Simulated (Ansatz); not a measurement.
C2H4FNO (`N/C(F)=C\O`), 9 atoms. The species carries charge 0 and has multiplicity 1. All runs use 2 threads of an Arm Neoverse V1 on a shared host. Correlated methods freeze the cores.

Problem. Give the basis size and wall time and peak host memory of each of these runs in Ansatz. RKS ωB97X-V/def2-TZVPP energy; RKS ωB97M-V/def2-SVP energy; RKS PBE0-D4/def2-TZVP frequencies; RKS BLYP-D4/def2-TZVPP energy; RHF-CCSD(T)/def2-TZVPP energy; RKS PBE0-D4/def2-TZVP relaxation (7 steps); RKS ωB97M-V/def2-TZVPP energy and forces; RHF-MP2/def2-QZVPP energy; RHF-CCSD(T)/def2-SVP energy; RKS PBE0-D4/def2-SVP energy; RKS ωB97M-V/def2-QZVPP energy; RKS PBE0-D4/def2-QZVPP energy. (An estimate is asked.)

Solution. Computed: Other jobs shared the machine, so times are rough.

```csv
level,job,functions,wall time,peak host memory (GiB)
RKS PBE0-D4/def2-SVP,energy,90,1.3 s,0.42
RKS BLYP-D4/def2-TZVPP,energy,211,2.7 s,0.22
RKS ωB97M-V/def2-SVP,energy,90,5.5 s,0.42
RHF-CCSD(T)/def2-SVP,energy,90,6 s,0.42
RKS ωB97X-V/def2-TZVPP,energy,211,9 s,0.54
RKS PBE0-D4/def2-QZVPP,energy,405,10 s,1
RKS ωB97M-V/def2-TZVPP,energy and forces,211,12 s,0.56
RHF-MP2/def2-QZVPP,energy,405,25 s,2
RKS ωB97M-V/def2-QZVPP,energy,405,25 s,1.2
RKS PBE0-D4/def2-TZVP,relaxation (7 steps),179,31 s,0.36
RKS PBE0-D4/def2-TZVP,frequencies,179,2.5 min,0.42
RHF-CCSD(T)/def2-TZVPP,energy,211,2.5 min,3.3
```
